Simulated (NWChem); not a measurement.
**Basis-set convergence for methane (CH4)**

SMILES: C
```xyz
5

C      0.0000     0.0000     0.0000
H      0.0000     0.9030     0.6385
H      0.0000    -0.9030     0.6385
H     -0.9030     0.0000    -0.6385
H      0.9030     0.0000    -0.6385
```
Charge 0, spin multiplicity 1.

Everything below was run with NWChem. The geometry was optimised at PBE/def2-SVP, a minimum by its harmonic frequencies.

Quantity: vertical ionisation energy at the level ΔMP2 (Δ: difference of total energies, the cation a doublet at the parent's geometry with its hole in an orbital of symmetry a1 (C2v labels); it is the state that the SCF runs reached, from PBE0 orbitals for Hartree-Fock references, and need not be the lowest).

The correlated methods keep 1 core orbital frozen. The Pople sets run with spherical d functions. No SCF solution was tested for a lower state. Open-shell Hartree-Fock references start from PBE0 orbitals.

```tsv
basis	functions	vertical ionisation energy (eV)
STO-3G	9	___
3-21G	17	13.98
def2-SVP	34	14.17
6-311++G**	50	14.19
aug-cc-pVDZ	59	___
def2-TZVPD	73	14.26
pcseg-2	86	14.30
def2-QZVP	177	___
```

Question: Fill in the missing entries.

Answer: 
- STO-3G, vertical ionisation energy (eV): 13.43
- aug-cc-pVDZ, vertical ionisation energy (eV): 14.22
- def2-QZVP, vertical ionisation energy (eV): 14.35
